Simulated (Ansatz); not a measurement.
# Counterpoise correction, worked out

The pair of HF (SMILES F, atoms 1–2) and C2H2 (SMILES C#C, atoms 3–6), both closed shells, in one local arrangement (a lower one may exist), relaxed at PBE0-D4/def2-TZVP:

```xyz
6
angstrom
F 0.0721 -0.3150 -2.1436
H 0.0408 -0.1807 -1.2225
C 0.1692 0.6841 0.7611
C -0.2254 -0.4373 0.9146
H 0.5200 1.6824 0.6319
H -0.5767 -1.4335 1.0585
```

Ansatz 0.2.0; basis: def2-TZVPPD; cores frozen in the correlated methods.

MP2 total energies in eV:

| system | geometry | basis functions | energy |
| --- | --- | --- | --- |
| pair | pair | all | -4830.24109 |
| HF | as in the pair | all (partner as ghosts) | -2730.37966 |
| C2H2 | as in the pair | all (partner as ghosts) | -2099.68296 |
| HF | as in the pair | its own | -2730.37022 |
| C2H2 | as in the pair | its own | -2099.66571 |
| HF | free (PBE0-D4 minimum) | its own | -2730.37406 |
| C2H2 | free (PBE0-D4 minimum) | its own | -2099.66372 |

(1) Work out the interaction energy with and without the counterpoise correction, the superposition error, and the binding energy from the relaxed fragments.

T1 diagnostic: at most 0.014.

Results:

(1) Without correction: -4830.24109 − (-2730.37022) − (-2099.66571) = -0.20516 eV.
With correction (each fragment in the whole basis): -4830.24109 − (-2730.37966) − (-2099.68296) = -0.17847 eV = -4.12 kcal/mol.
The superposition error is the difference, 0.02669 eV, 13 % of the uncorrected value: each fragment borrows its partner's functions.
Deformation from the free shapes: 0.00384 eV for HF and -0.00199 eV for C2H2 (a small negative value is possible, since the free shapes are minima of another method).
Binding energy from relaxed fragments: -0.17847 + 0.00384 + (-0.00199) = -0.17662 eV = -4.07 kcal/mol (electronic, without zero-point energy; negative means bound). For comparison, the corrected interaction energy by CCSD(T) at an estimated basis limit (MP2 extrapolated from triple and quadruple zeta, plus CCSD(T) − MP2 in triple zeta) is -0.192 eV.

For scale, one of the runs: CCSD(T)/def2-TZVPPD, 165 basis functions, launched by `ansatz run in.yaml --threads 2 --pin off --events-out ev --progress --plain --max-ram 5222MiB`. Hardware: 2 CPU threads of an Arm Neoverse V1, shared host. Wall time 21 s; peak host memory 1.4 GiB.
